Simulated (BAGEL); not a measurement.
# C2H7Al (AlMe2H): RI-MP2/def2-SVPD (density fitting with qzvpp-jkfit)

What is the energy change on altering one bond length of C2H7Al (AlMe2H) at RI-MP2/def2-SVPD (density fitting with qzvpp-jkfit)? 

Program for the calculation: BAGEL 1.2.2.

## 1. Starting point

The species is C2H7Al (10 atoms), meant as a singlet with charge 0. SMILES: `[H][Al]([CH3])[CH3]`. The shape comes from GFN2-xTB, which is rough for such elements, and wasn't checked as a minimum.

Bond lengths: Al1–C2 1.990 Å, Al1–C6 1.990 Å, C2–H3 1.097 Å, C2–H4 1.096 Å, C2–H5 1.097 Å, C6–H7 1.096 Å, C6–H8 1.096 Å, C6–H9 1.097 Å, Al1–H10 1.553 Å. Some angles: C2–Al1–C6 128.0°, Al1–C2–H3 113.0°, Al1–C2–H4 113.3°, Al1–C2–H5 111.2°, C2–Al1–H10 116.1°, C6–Al1–H10 115.9°, Al1–C6–H7 113.3°, Al1–C6–H8 113.2°, Al1–C6–H9 111.0°, H3–C2–H4 105.9°.

## 2. The energy at RI-MP2/def2-SVPD (density fitting with qzvpp-jkfit)

Input file input.json:

```json
{ "bagel": [

{
  "title": "molecule",
  "basis": "def2-svpd.json",
  "df_basis": "qzvpp-jkfit",
  "angstrom": true,
  "geometry": [
    { "atom": "Al", "xyz": [      -0.328150,      -0.559670,      -0.003950 ] },
    { "atom": "C", "xyz": [       1.655670,      -0.712600,      -0.001960 ] },
    { "atom": "H", "xyz": [       2.116600,      -0.290830,       0.899490 ] },
    { "atom": "H", "xyz": [       2.130080,      -0.202200,      -0.848360 ] },
    { "atom": "H", "xyz": [       1.972350,      -1.761810,      -0.051500 ] },
    { "atom": "C", "xyz": [      -1.428840,       1.097750,       0.002520 ] },
    { "atom": "H", "xyz": [      -1.312950,       1.697900,      -0.907600 ] },
    { "atom": "H", "xyz": [      -1.192160,       1.769420,       0.836240 ] },
    { "atom": "H", "xyz": [      -2.496880,       0.860620,       0.084490 ] },
    { "atom": "H", "xyz": [      -1.115730,      -1.898580,      -0.009390 ] }
  ]
},

{ "title": "hf" },

{ "title": "mp2", "ncore": 7 }

]}
```

The basis set def2-SVPD is read from a file made from the Basis Set Exchange's data (not shown).

Command:

```
$ BAGEL_NUM_THREADS=1 BAGEL input.json > input.out
```

Standard output:

```text
* using 1 threads per process

  ===============================================================
  ===============================================================

  *** Geometry ***

  { "atom" : "Al", "xyz" : [     -0.620114,     -1.057623,     -0.007464 ] },
  { "atom" : "C", "xyz" : [      3.128763,     -1.346619,     -0.003704 ] },
  { "atom" : "H", "xyz" : [      3.999794,     -0.549589,      1.699790 ] },
  { "atom" : "H", "xyz" : [      4.025268,     -0.382103,     -1.603168 ] },
  { "atom" : "H", "xyz" : [      3.727201,     -3.329338,     -0.097321 ] },
  { "atom" : "C", "xyz" : [     -2.700116,      2.074447,      0.004762 ] },
  { "atom" : "H", "xyz" : [     -2.481116,      3.208566,     -1.715115 ] },
  { "atom" : "H", "xyz" : [     -2.252856,      3.343719,      1.580265 ] },
  { "atom" : "H", "xyz" : [     -4.718419,      1.626336,      0.159663 ] },
  { "atom" : "H", "xyz" : [     -2.108424,     -3.587796,     -0.017745 ] },

  Number of auxiliary basis functions:      404

  Since a DF basis is specified, we compute 2- and 3-index integrals:
    o Being stored without compression. Storage requirement is 0.047 GB

  Number of basis functions:      120
  Number of electrons      :       32

    * METHOD: MOLECULE                             0.18

  *** RHF ***

  === Nuclear Repulsion ===
    94.9802290514

      * DIIS with orbital gradients will be used.

  === RHF iteration (def2-svpd.json) ===
      0       -321.40950176          0.01618084           0.07
      1       -321.56287796          0.00792207           0.07
      2       -321.59533098          0.00128203           0.07
      3       -321.59692530          0.00016015           0.07
      4       -321.59694902          0.00003185           0.07
      5       -321.59694993          0.00000712           0.07
      6       -321.59694997          0.00000157           0.07
      7       -321.59694997          0.00000030           0.07
      8       -321.59694997          0.00000007           0.07
      9       -321.59694997          0.00000003           0.07
     10       -321.59694997          0.00000000           0.07
    * SCF iteration converged.

    * Permanent dipole moment:
           (   -0.142645,    -0.241772,    -0.001349) a.u.

    * METHOD: HF                                   0.91

  *** RHF ***

  === Nuclear Repulsion ===
    94.9802290514

      * DIIS with orbital gradients will be used.

  === RHF iteration (def2-svpd.json) ===
      0       -321.59694997          0.00000000           0.06
    * SCF iteration converged.

    * Permanent dipole moment:
           (   -0.142645,    -0.241772,    -0.001349) a.u.

  === DF-MP2 calculation ===

    * freezing 7 orbitals
    * 3-index integral transformation done
    * assembly done

      MP2 correlation energy:   -0.3809561257      0.05

      MP2 total energy:       -321.9779060991

    * METHOD: MP2                                  0.20

  ===============================================================
```

It took 1.5 s on 1 thread of Arm Neoverse V2, shared host; peak memory 0.14 GiB.

## 3. The distorted shape, same level

Input file input.json:

```json
{ "bagel": [

{
  "title": "molecule",
  "basis": "def2-svpd.json",
  "df_basis": "qzvpp-jkfit",
  "angstrom": true,
  "geometry": [
    { "atom": "Al", "xyz": [      -0.362915,      -0.739703,       0.269067 ] },
    { "atom": "C", "xyz": [       1.620905,      -0.892633,       0.271057 ] },
    { "atom": "H", "xyz": [       2.081835,      -0.470863,       1.172507 ] },
    { "atom": "H", "xyz": [       2.095315,      -0.382233,      -0.575343 ] },
    { "atom": "H", "xyz": [       1.937585,      -1.941843,       0.221517 ] },
    { "atom": "C", "xyz": [      -1.463605,       0.917717,       0.275537 ] },
    { "atom": "H", "xyz": [      -1.312950,       1.697900,      -0.907600 ] },
    { "atom": "H", "xyz": [      -1.226925,       1.589387,       1.109257 ] },
    { "atom": "H", "xyz": [      -2.531645,       0.680587,       0.357507 ] },
    { "atom": "H", "xyz": [      -1.150495,      -2.078613,       0.263627 ] }
  ]
},

{
  "title": "hf"
},

{
  "title": "mp2",
  "ncore": 7
}

]}
```

The basis set def2-SVPD is read from a file made from the Basis Set Exchange's data (not shown).

Command:

```
$ BAGEL_NUM_THREADS=1 BAGEL input.json > input.out
```

Standard output:

```text
* using 1 threads per process

  ===============================================================
  ===============================================================

  *** Geometry ***

  { "atom" : "Al", "xyz" : [     -0.685810,     -1.397836,      0.508463 ] },
  { "atom" : "C", "xyz" : [      3.063067,     -1.686832,      0.512223 ] },
  { "atom" : "H", "xyz" : [      3.934098,     -0.889802,      2.215717 ] },
  { "atom" : "H", "xyz" : [      3.959571,     -0.722316,     -1.087241 ] },
  { "atom" : "H", "xyz" : [      3.661505,     -3.669551,      0.418606 ] },
  { "atom" : "C", "xyz" : [     -2.765813,      1.734234,      0.520689 ] },
  { "atom" : "H", "xyz" : [     -2.481116,      3.208566,     -1.715115 ] },
  { "atom" : "H", "xyz" : [     -2.318552,      3.003506,      2.096192 ] },
  { "atom" : "H", "xyz" : [     -4.784116,      1.286123,      0.675590 ] },
  { "atom" : "H", "xyz" : [     -2.174120,     -3.928009,      0.498183 ] },

  Number of auxiliary basis functions:      404

  Since a DF basis is specified, we compute 2- and 3-index integrals:
    o Being stored without compression. Storage requirement is 0.047 GB

  Number of basis functions:      120
  Number of electrons      :       32

    * METHOD: MOLECULE                             0.19

  *** RHF ***

  === Nuclear Repulsion ===
    93.9559712279

      * DIIS with orbital gradients will be used.

  === RHF iteration (def2-svpd.json) ===
      0       -321.37565214          0.01557742           0.07
      1       -321.52206350          0.00792601           0.07
      2       -321.55568065          0.00132159           0.07
      3       -321.55745724          0.00021009           0.07
      4       -321.55749369          0.00008208           0.07
      5       -321.55749938          0.00001683           0.07
      6       -321.55749970          0.00000455           0.07
      7       -321.55749973          0.00000127           0.07
      8       -321.55749973          0.00000042           0.07
      9       -321.55749974          0.00000014           0.07
     10       -321.55749974          0.00000004           0.07
     11       -321.55749974          0.00000001           0.07
     12       -321.55749974          0.00000000           0.07
    * SCF iteration converged.

    * Permanent dipole moment:
           (   -0.133506,    -0.148414,    -0.127487) a.u.

    * METHOD: HF                                   1.03

  *** RHF ***

  === Nuclear Repulsion ===
    93.9559712279

      * DIIS with orbital gradients will be used.

  === RHF iteration (def2-svpd.json) ===
      0       -321.55749974          0.00000000           0.06
    * SCF iteration converged.

    * Permanent dipole moment:
           (   -0.133506,    -0.148414,    -0.127487) a.u.

  === DF-MP2 calculation ===

    * freezing 7 orbitals
    * 3-index integral transformation done
    * assembly done

      MP2 correlation energy:   -0.3839218694      0.05

      MP2 total energy:       -321.9414216046

    * METHOD: MP2                                  0.20

  ===============================================================
```

Wall time 1.6 s (1 thread of Arm Neoverse V2, shared host); peak memory 0.14 GiB.

## 4. Summary of results

At RI-MP2/def2-SVPD (density fitting with qzvpp-jkfit), 7 core orbitals frozen:

| quantity | value |
| --- | --- |
| first shape: total energy | -321.97791 Eh |
| first shape: correlation energy (7 core orbitals frozen) | -381.0 mEh |
| distorted shape: total energy | -321.94142 Eh |
| distorted shape: correlation energy (7 core orbitals frozen) | -383.9 mEh |
| energy change with the C6–H7 bond stretched from 1.096 to 1.425 Å | 0.993 eV |

What this shows: With the C6–H7 bond stretched from 1.096 to 1.425 Å the energy rises by 0.99 eV (95.8 kJ/mol). The first shape isn't relaxed at this level, so the change isn't measured from a minimum.
